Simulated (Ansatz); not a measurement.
# C4H12N2: one species, many methods

The task here is to estimate one member of a computed series from the others.

The runs use Ansatz 0.2.0, Gaussian basis; functionals in def2-TZVPP, the program's frozen cores in correlated methods.

Plan: LDA (SPW92), PBE-D4, revPBE-D4, BLYP-D4, r2SCAN-D4, B97M-V, PBE0-D4, B3LYP-D4, r2SCANh-D4, r2SCAN0-D4, HSE06-D4, BHLYP-D4, CAM-B3LYP-D4, LC-ωPBE, ωB97X-V, ωB97M-V, B2PLYP, PBE-QIDH; CCSD(T)/def2-SVP; CCSD(T)/def2-TZVPP; MP2/def2-QZVPP; extrapolation to the limit; RPA on PBE.

### The relaxed structure

An earlier PBE0-D4 in a triple-zeta def2 set relaxation fixed the geometry.

18 atoms, charge 0, spin multiplicity 1.

Atoms are counted from 1 here; the program's logs count them from 0.

Bond lengths: C1–C2 1.521 Å, C1–H7 1.091 Å, C1–H8 1.094 Å, C1–H9 1.093 Å, C2–C3 1.526 Å, C2–N4 1.464 Å, C2–C5 1.539 Å, C3–H10 1.094 Å, C3–H11 1.094 Å, C3–H12 1.094 Å, N4–H13 1.014 Å, N4–H14 1.013 Å, C5–N6 1.446 Å, C5–H15 1.098 Å, C5–H16 1.094 Å, N6–H17 1.012 Å, N6–H18 1.015 Å. Angles: C2–C1–H7 110.8°, C2–C1–H8 110.7°, C2–C1–H9 110.9°, H7–C1–H8 107.8°, H7–C1–H9 108.8°, H8–C1–H9 107.7°, C1–C2–C3 109.9°, C1–C2–N4 107.8°, C1–C2–C5 110.9°, C3–C2–N4 112.6°, C3–C2–C5 108.7°, N4–C2–C5 106.8°, C2–C3–H10 111.6°, C2–C3–H11 110.8°, C2–C3–H12 110.7°, H10–C3–H11 107.9°, H10–C3–H12 107.8°, H11–C3–H12 108.0° and more.

Set-up of the first run:

The input, in.yaml:

```yaml
crystal:
  periodic: [false, false, false]
  atoms:
    - {symbol: C, position_ang: [0.301690, -1.355719, 0.576741]}
    - {symbol: C, position_ang: [0.161281, -0.068478, -0.220336]}
    - {symbol: C, position_ang: [1.533302, 0.400611, -0.697363]}
    - {symbol: N, position_ang: [-0.762763, -0.324874, -1.326556]}
    - {symbol: C, position_ang: [-0.470097, 1.042708, 0.637631]}
    - {symbol: N, position_ang: [-1.791071, 0.780528, 1.163940]}
    - {symbol: H, position_ang: [-0.674136, -1.717164, 0.905936]}
    - {symbol: H, position_ang: [0.760835, -2.140270, -0.032224]}
    - {symbol: H, position_ang: [0.935035, -1.203660, 1.454037]}
    - {symbol: H, position_ang: [2.208384, 0.590396, 0.142365]}
    - {symbol: H, position_ang: [1.999015, -0.351678, -1.340144]}
    - {symbol: H, position_ang: [1.446107, 1.327937, -1.271866]}
    - {symbol: H, position_ang: [-0.762314, 0.458831, -1.970594]}
    - {symbol: H, position_ang: [-0.468425, -1.138144, -1.854436]}
    - {symbol: H, position_ang: [-0.518843, 1.947815, 0.017575]}
    - {symbol: H, position_ang: [0.203698, 1.279544, 1.466928]}
    - {symbol: H, position_ang: [-1.748731, 0.108620, 1.919296]}
    - {symbol: H, position_ang: [-2.352936, 0.363000, 0.429099]}
basis:
  gaussian: {orbitals: def2-TZVPP}
hamiltonian: {xc: lda}
output: {orbitals: {seedname: orbitals}}
```

The run is started by

```console
$ ansatz run in.yaml --threads 2 --pin off --events-out ev --progress --plain --max-ram 32768MiB --backend cuda --devices 0, --max-vram 18GiB
```

Steps of the session up to this table: LDA; PBE-D4 (GGA); revPBE-D4 (GGA); BLYP-D4 (GGA); r2SCAN-D4 (meta-GGA); B97M-V (meta-GGA); PBE0-D4 (hybrid); B3LYP-D4 (hybrid); r2SCANh-D4 (hybrid); r2SCAN0-D4 (hybrid); HSE06-D4 (hybrid); BHLYP-D4 (hybrid); CAM-B3LYP-D4 (range-separated); LC-ωPBE (range-separated); ωB97X-V (range-separated); ωB97M-V (range-separated); B2PLYP (double hybrid); PBE-QIDH (double hybrid).

One of the session's tables, all rows but one given; the rest of the session is left out.

It belongs to the step «Orbital energies across the functionals». 

```
  functional  HOMO (eV)  LUMO (eV)  gap (eV)
 LDA (SPW92)      -5.27      -0.24      5.03
      PBE-D4      -5.13      -0.04      5.10
   revPBE-D4      -5.07       0.07      5.15
     BLYP-D4      -5.03      -0.05      4.98
   r2SCAN-D4      -5.42       0.65      6.06
      B97M-V      -5.60       0.08      5.68
     PBE0-D4      -6.58       0.77      7.35
    B3LYP-D4      -6.36       0.43      6.78
  r2SCANh-D4      -5.96       0.88      6.84
  r2SCAN0-D4      -6.78       1.21      7.99
    HSE06-D4          ?          ?         ?
    BHLYP-D4      -7.98       1.36      9.34
CAM-B3LYP-D4      -8.03       1.51      9.54
     LC-ωPBE      -9.39       2.82     12.21
     ωB97X-V      -9.06       2.58     11.64
     ωB97M-V      -8.98       2.17     11.15
```

Estimate the missing values for HSE06-D4.

As computed: HOMO (eV): -6.18; LUMO (eV): 0.40; gap (eV): 6.57. In the column «HOMO (eV)» it lies between B3LYP-D4 (-6.36) and r2SCANh-D4 (-5.96).
